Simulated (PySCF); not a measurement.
**Dipole moment and polarisability of `Cc1cnns1`**

C3H4N2S.
Geometry (GFN2-xTB, Å), atoms numbered from 1 in this order:
```xyz
10
C3H4N2S angstrom
C     -1.479   -0.097    0.032
C      0.000   -0.171    0.075
C      0.933    0.752   -0.336
N      2.198    0.353   -0.147
N      2.326   -0.781    0.367
S      0.871   -1.522    0.692
H     -1.896   -0.182    1.035
H     -1.885   -0.911   -0.567
H     -1.792    0.851   -0.401
H      0.733    1.712   -0.772
```

Level: B3LYP/def2-SVPD (PySCF), static field, nuclei fixed, core orbitals frozen in the response. The polarisability tensor in these axes (au):

```
x    77.62   1.36  -0.40
y     1.36  68.77 -11.04
z    -0.40 -11.04  49.35
```

Question: What are the eigenvalues, a third of the trace, and Δα (Δα² = ½Σ(αi − αj)² over the three pairs)?

Answer: Principal values 44.36, 73.31 and 78.08 au; mean 65.25 au = 9.67 Å³ = 10.76 × 10⁻⁴⁰ C²·m²/J; Δα = 31.61 au (48 % of the mean).

Question: What is the dipole moment, and where does it point?

Answer: (-4.23, 0.30, -0.16) D, 4.24 D in size, pointing from the negative to the positive side. Measured along this direction, the outermost atoms are N5 at the negative end and H9, H7 and H8 at the positive end.

Question: What are the principal values of the traceless quadrupole moment, Θ = ½Σq(3rr − r²1), about the centre of nuclear charge?

Answer: -4.96, 0.14, 4.82 D·Å. The values depend on the origin, since the dipole doesn't vanish. The electronic extent ⟨r²⟩ about the same centre is 580 bohr², a root-mean-square distance of 1.77 Å for the 52 electrons.

Question: Rayleigh depolarisation ratio (linearly polarised light, static tensor)?

Answer: ρ = 3Δα²/(45ᾱ² + 4Δα²) = 2997.2/(191575 + 3996.3) = 0.0153.

Question: In TDDFT the mean static polarisability is Σ f/ω² over all singlet excitations (ω in hartree). How much of it do the 8 lowest give? Their energies (eV) and oscillator strengths: 3.96, 0.0016; 5.27, 0.0007; 5.67, 0.1142; 6.02, 0.0001; 6.17, 0.0027; 6.23, 0.0711; 6.44, 0.0000; 6.47, 0.0041.

Answer: They add up to 4.21 au, 6.5 % of the 65.25 au; the largest single term is 2.63 au, from the state at 5.67 eV. Terms in order: 0.07, 0.02, 2.63, 0.00, 0.05, 1.35, 0.00, 0.07 au. Higher excitations give the rest. The strengths listed sum to 0.195.

Geometry: GFN2-xTB; no solvent, vibrations or thermal averaging.

The run behind these numbers computed excited states as well. The run took 21 s wall on an Arm Neoverse V1 with one thread, shared host with 32 logical CPUs at a one-minute load of 34, and the process peaked at 0.67 GiB of memory.
